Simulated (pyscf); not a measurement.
Concerted two-bond exchange: H₂Al–PH₂ → H₂Al–PH₂

Gas phase, singlet surface, charge 0. Bonds broken: P1–H3, Al2–H5. Bonds formed: P1–H5, Al2–H3. Structures and frequencies: ωB97X-D3(BJ)/def2-SVP in PySCF. MP2 and CC: frozen core, UHF for open shells. ΔMP2 is the change of the MP2 total energy from the triple- to the quadruple-zeta basis.

Transition state (Å):

```xyz
6

P     -2.4027    -0.7084     0.0688
Al    -0.4538     0.5439     0.2072
H     -0.1820    -0.6587    -0.8509
H     -2.3371    -1.1290    -1.2999
H     -0.7904    -0.3443     1.5496
H      0.2195     1.9652     0.2100
```

One imaginary mode, 1065i cm⁻¹; descent along it reached the two sides named.

```csv
bond,change,reactant side (Å),saddle,product side
P1–H3,breaks,1.428,2.404,3.4
Al2–H5,breaks,1.586,1.644,2.8
P1–H5,forms,3.4,2.219,1.423
Al2–H3,forms,2.8,1.625,1.586
```

Electronic energies relative to the reactant's lowest minimum found (kJ/mol):

```tsv
level	barrier	reaction energy	reverse barrier
ωB97X-D3(BJ)/def2-TZVP	305.4	0.0	305.4
PBE/def2-TZVP	272.0	0.0	272.0
r²SCAN/def2-TZVP	289.8	0.0	289.8
B3LYP-D3(BJ)/def2-TZVP	286.4	0.0	286.4
PBE0-D3(BJ)/def2-TZVP	293.7	0.0	293.7
M06-2X/def2-TZVP	294.2	0.0	294.2
ωB97M-D3(BJ)/def2-TZVP	294.2	0.0	294.2
HF/def2-TZVP	328.4	0.0	328.4
MP2/def2-QZVPP	324.9	0.0	324.9
CCSD/def2-TZVPP	306.6	0.0	306.6
CCSD(T)/def2-TZVPP	301.0	0.0	301.0
CCSD(T)/def2-TZVPP + ΔMP2(QZVPP)	301.3	0.0	301.3
```

With CCSD(T)/def2-TZVPP + ΔMP2(QZVPP) energies and thermal terms (ideal gas, 1 atm, RRHO with modes under 100 cm⁻¹ raised to 100, one conformer, R ln 2 for rigid chiral ones), in kJ/mol:

| T (K) | ΔH‡ | ΔG‡ | ΔH | ΔG |
|---|---|---|---|---|
| 298 | 293.0 | 293.5 | 0.0 | 0.0 |
| 600 | 290.9 | 295.0 | 0.0 | 0.0 |
| 900 | 289.2 | 297.4 | 0.0 | 0.0 |
| 1200 | 287.4 | 300.4 | 0.0 | 0.0 |

The same reactants have a lower exit, to PH₃ + AlH [singlet] (barrier +247.2 kJ/mol at ωB97M-D3(BJ), against +294.2 kJ/mol here). This is the saddle that the search found; another between the same sides may lie lower. One closed-shell reference is unstable to symmetry breaking; treat the single-reference values with care. The CCSD(T) − MP2 part came from Ansatz, without density fitting, on the same reference.
